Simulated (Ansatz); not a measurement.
Program: Ansatz. Geometries: PBE0-D4/def2-TZVP. ΔE: electronic, gas phase. CCSD(T)/CBS is the MP2 limit (def2-TZVPP, def2-QZVPP) plus CCSD(T) − MP2 in def2-TZVPP, frozen cores. Each species was taken in one conformer, which may not be the lowest.

Consider the substitution at a C–C bond: `O=CC(O)F` + `CCS` → `CCSC=O` + `OCF`.

`O=CC(O)F`:

Z-matrix (Å, degrees):
```
C
C 1 1.527
F 1 1.392 2 104.0
O 1 1.350 2 111.6 3 -120.9
H 1 1.095 2 112.6 3 114.6
O 2 1.198 1 120.8 3 116.3
H 2 1.105 1 116.5 3 -60.8
H 4 0.970 1 107.5 2 19.4
```

`CCS`:

```xyz
9

C    -0.590   -0.761   -0.022
C     0.408    0.257    0.489
S     0.375    1.836   -0.400
H    -1.605   -0.363    0.009
H    -0.554   -1.671    0.584
H    -0.371   -1.040   -1.056
H     0.187    0.531    1.523
H     1.425   -0.138    0.475
H     0.725    1.350   -1.602
```

`CCSC=O`:

```xyz
11

C    -0.062   -1.323   -0.580
C     0.874   -0.283    0.001
S     0.490    1.401   -0.532
C    -0.784    1.800    0.601
O    -1.205    1.090    1.472
H     0.236   -2.321   -0.245
H    -0.041   -1.310   -1.671
H    -1.086   -1.148   -0.250
H     1.908   -0.451   -0.306
H     0.835   -0.278    1.092
H    -1.165    2.822    0.418
```

`OCF`:

```xyz
6

O    -0.398   -0.198    0.986
C     0.125    0.257   -0.195
F    -0.680   -0.094   -1.262
H    -0.315   -1.155    1.023
H     1.117   -0.157   -0.411
H     0.152    1.346   -0.142
```

```csv
species,CCSD(T)/def2-SVP energy (Eh)
`O=CC(O)F`,-327.22917
`CCS`,-477.06286
`CCSC=O`,-590.01834
`OCF`,-214.28163
```

Question: Work out ΔE.

Answer: ΔE = (-590.01834) + (-214.28163) − (-327.22917) − (-477.06286) = -0.00794 Eh = -0.22 eV. CCSD(T)/CBS gives -0.33 eV.

Largest T1 diagnostic among the species: 0.015.

The D4 term adds −0.03 eV with B3LYP and −0.02 eV with PBE0; it sums over pairs of atoms, weighted by their polarisabilities, and B3LYP, whose exchange is more repulsive, gets the larger term. At CCSD(T), def2-SVP lies +0.11 eV from the extrapolated value and def2-TZVPP +0.03 eV.

B3LYP here is the variant with VWN-RPA as its local correlation; programs differ in this.
